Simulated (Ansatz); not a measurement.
Energy needed to pull apart CHAlSi, singlet, into free ground-state atoms, from the structure below (displaced at random from its PBE0-D4/def2-TZVP minimum); no zero-point or spin–orbit terms; open-shell atoms are treated unrestricted, in their ground-state multiplicity.

```tsv
atom	x (Å)	y (Å)	z (Å)
C1	0.3203	0.5890	1.0365
Si2	0.7410	-0.9055	1.6811
Al3	-0.2726	0.2068	-0.6318
H4	-0.7723	0.0049	-2.1306
```

Ansatz 0.2.0; basis: def2-TZVPP; cores frozen in the correlated methods.

```
   method  atomization energy (kJ/mol)
   PBE-D4                         1218
r2SCAN-D4                            ?
  PBE0-D4                         1173
  wB97M-V                         1186
       HF                            ?
      MP2                         1196
     CCSD                         1094
  CCSD(T)                         1143
```

What does r2SCAN-D4 give? (An estimate is asked for; the value comes from the calculation.)

Computed: 1191 kJ/mol, which is about 48 kJ/mol more than CCSD(T)/def2-TZVPP.

What does HF give? (Judge from chemistry; the value comes from the calculation.)

The calculation gives: 746 kJ/mol, which is about 397 kJ/mol less than CCSD(T)/def2-TZVPP.

In triple zeta the MP2 and coupled-cluster atomization energies are still short of their basis limit by a few kcal/mol a bond, whereas those of the functionals are nearly converged, so these differences are not deviations from converged CCSD(T).

The T1 diagnostic stays at or below 0.021. The restricted Hartree–Fock reference is unstable towards an unrestricted one here.

For scale, one of the runs: CCSD(T)/def2-TZVPP forces, 129 basis functions (an equivalent command: `ansatz run in.yaml --threads 2`). Hardware: 2 CPU threads, shared host. Wall time 22 s; peak host memory 0.89 GiB.
